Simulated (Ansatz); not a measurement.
We consider rutile MnF2, described by HSE06 in Ansatz (PAW).

Run with plane-wave cutoff 460 eV, 6×6×8 k mesh (along the axes of the cell as run), Fermi–Dirac smearing 0.01 eV, spin-polarised with opposed moments, scalar-relativistic PAW data made under PBE.

Cell (relaxed at this level):

```yaml
crystal:
  lattice:
    - [4.90341, 0.00000, 0.00000]
    - [0.00000, 4.90341, 0.00000]
    - [0.00000, 0.00000, 3.30754]
  atoms:
    - { symbol: Mn, position: [0.00000, 0.00000, 0.00000], spin: 5.0 }
    - { symbol: Mn, position: [0.50000, 0.50000, 0.50000], spin: -5.0 }
    - { symbol: F, position: [0.30466, 0.30466, 0.00000] }
    - { symbol: F, position: [0.80466, 0.19534, 0.50000] }
    - { symbol: F, position: [0.19534, 0.80466, 0.50000] }
    - { symbol: F, position: [0.69534, 0.69534, 0.00000] }
```

Q: Give the computed band gap, smallest direct gap on the k points sampled and magnetic moment (largest site, within a sphere).

A: 
band gap: 4.81 eV (on the SCF k mesh) (indirect)
smallest direct gap on the k points sampled: 4.85 eV
magnetic moment (largest site, within a sphere): 4.28 μB

Measured, for comparison: band gap 9.9 eV (temperature not stated, not corrected to a static lattice, the source doubts the polymorph; as tabulated in Das and Bazhirov (2019), arXiv:1808.05325). Computed (rounded) less measured: band gap not scored (a reference that its source doubts or gives as a wide range).

Spins in the cell block are starting values.

Moments are spin moments.

Static lattice: no zero-point or thermal effects.

Ansatz is an electronic-structure program.
